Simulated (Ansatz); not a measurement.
**SiPHCl+ (triplet): the correlation ladder, cc-pVTZ**

How much of the correlation energy of SiPHCl+ (triplet) does each wave-function method recover here?

Computed with Ansatz 0.2.0, Gaussian basis. Level: cc-pVTZ, core rule «outside noble gas», up to 15 orbitals frozen.

Plan: UHF; CCSD(T) on ROHF; CCSD(T) on UHF; BCCD(T) on ROHF; CCSDT(Q) on ROHF; CCSDT(Q) on UHF.

5 further runs of the same task are left out: 5 set aside as unsound or not needed. Runs told in other sessions of the task aren't counted.

### 1 What is computed

The geometry is a PBE0/def2-TZVP stationary point (not a proven minimum) of the parent state, kept for this charge and spin.

4 atoms, charge 1, spin multiplicity 3.

Atoms are counted from 1 here; the program's logs count them from 0.

Bond lengths: Cl1–Si2 2.068 Å, Si2–P3 2.282 Å, P3–H4 1.429 Å. Angles: Cl1–Si2–P3 112.5°, Si2–P3–H4 96.7°.

### 2 UHF

Input file in.yaml:

```yaml
crystal:
  periodic: [false, false, false]
  atoms:
    - {symbol: Cl, position_ang: [0.017539, -0.372733, 1.703409]}
    - {symbol: Si, position_ang: [0.019119, 0.850411, 0.036379]}
    - {symbol: P, position_ang: [-0.080618, -0.331858, -1.912861]}
    - {symbol: H, position_ang: [1.327734, -0.387755, -2.147109]}
basis:
  gaussian: {orbitals: cc-pVTZ}
total_charge: 1
magnetization: {spin_polarized: true, initial_magnetization: 2}
hamiltonian: {xc: hf}
output: {orbitals: {seedname: orbitals}}
```

On the command line:

```
> ansatz run in.yaml --threads 1 --pin off --events-out ev --progress --plain --max-ram 4096MiB --backend cpu
```

After this run come: CCSD(T) on ROHF; CCSD(T) on UHF; BCCD(T) on ROHF; CCSDT(Q) on ROHF; CCSDT(Q) on UHF.

Q: Predict the results of all the runs planned. Wanted: RCCSDT(Q) from the RHF energy; RMP2 from RCCSDT(Q); UMP2 from RCCSDT(Q); RCCSD from RCCSDT(Q); RCCSD(T) from RCCSDT(Q); UCCSD(T) from RCCSDT(Q); UCCSDT(Q) from RCCSDT(Q); T1 diagnostic.

As calculated:

| quantity | value |
| --- | --- |
| RCCSDT(Q) from the ROHF energy | -12.5165 eV |
| RMP2 from RCCSDT(Q) | +43.66 kcal/mol |
| UMP2 from RCCSDT(Q) | +44.61 kcal/mol |
| RCCSD from RCCSDT(Q) | +15.99 kcal/mol |
| RCCSD(T) from RCCSDT(Q) | +2.09 kcal/mol |
| UCCSD(T) from RCCSDT(Q) | +2.12 kcal/mol |
| UCCSDT(Q) from RCCSDT(Q) | -0.16 kcal/mol |
| levels within 1 kcal/mol (43 meV) | RCCSDT, UCCSDT, UCCSDT(Q) |
| T1 diagnostic | 0.034 |

**Reading.** RCCSD(T) lands +2.09 kcal/mol from the yardstick (0.7 % of the correlation energy). These misses are within one basis, not against nature; the frozen cores of restricted and unrestricted runs differ, which can shift their rows.
